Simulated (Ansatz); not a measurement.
# C3H3F3: the cost of one run

Computed with Ansatz 0.2.0 (the levels named in each step, unless a step's input says otherwise).

## (1) The system as given

Bond lengths: C1–C2 1.319 Å, C2–F3 1.341 Å, C2–C4 1.510 Å, C4–F5 1.353 Å, C4–F6 1.354 Å, C1–H7 1.073 Å, C1–H8 1.075 Å, C4–H9 1.101 Å. Angles: C1–C2–F3 121.2°, C1–C2–C4 125.3°, F3–C2–C4 113.6°, C2–C1–H7 121.3°, C2–C1–H8 120.7°, H7–C1–H8 118.0°, C2–C4–F5 111.3°, C2–C4–F6 111.2°, C2–C4–H9 111.5°, F5–C4–F6 106.5°, F5–C4–H9 108.1°, F6–C4–H9 108.1°.

Coordinates:

```xyz
9

C     1.9852   -0.6089   -0.0795
C     0.8235    0.0106   -0.1638
F     0.7209    1.2198   -0.7339
C    -0.4910   -0.5288    0.3476
F    -1.4013   -0.6282   -0.6484
F    -1.0277    0.2939    1.2791
H     2.0694   -1.5764    0.3765
H     2.8790   -0.1541   -0.4669
H    -0.3694   -1.5246    0.8009
```

## (2) A rough first relaxation, PBE-D4/def2-SVP

This run stands in another session on the same molecule. It ended at:

```xyz
9

C     1.9933   -0.6120   -0.0787
C     0.8124    0.0150   -0.1622
F     0.6848    1.2253   -0.7272
C    -0.4951   -0.5301    0.3498
F    -1.3958   -0.6235   -0.6735
F    -1.0201    0.3161    1.2858
H     2.0630   -1.6033    0.3892
H     2.9055   -0.1468   -0.4787
H    -0.3594   -1.5374    0.8071
```

## (3) Relaxation, r2SCAN-D4/def2-TZVPP

input.yaml reads:

```yaml
crystal:
  periodic: [false, false, false]
  atoms:
    - { symbol: C, position_ang: [1.99329773, -0.61197367, -0.07867958] }
    - { symbol: C, position_ang: [0.81243942, 0.01501306, -0.16218617] }
    - { symbol: F, position_ang: [0.68479979, 1.22526273, -0.72719466] }
    - { symbol: C, position_ang: [-0.49507797, -0.53011455, 0.34980366] }
    - { symbol: F, position_ang: [-1.39576008, -0.62351356, -0.67354824] }
    - { symbol: F, position_ang: [-1.02008413, 0.31610588, 1.28576044] }
    - { symbol: H, position_ang: [2.06299057, -1.60328526, 0.38922855] }
    - { symbol: H, position_ang: [2.90551164, -0.14682203, -0.47868422] }
    - { symbol: H, position_ang: [-0.35942698, -1.53741258, 0.80708022] }
basis:
  gaussian: { orbitals: def2-TZVPP }
hamiltonian:
  xc: r2scan
  dispersion: d4
relax:
  f_tol: 0.002
  max_steps: 150
```

Started as:

```
ansatz run input.yaml --threads 4 --pin off --max-ram 10240MiB --backend cpu --events-out ev --progress --plain --runs-dir out
```

**Question.** How long does this run take on 4 threads of Arm Neoverse V2, shared host, and how much memory does it need?

About 29 s, with a peak of 0.53 GiB.
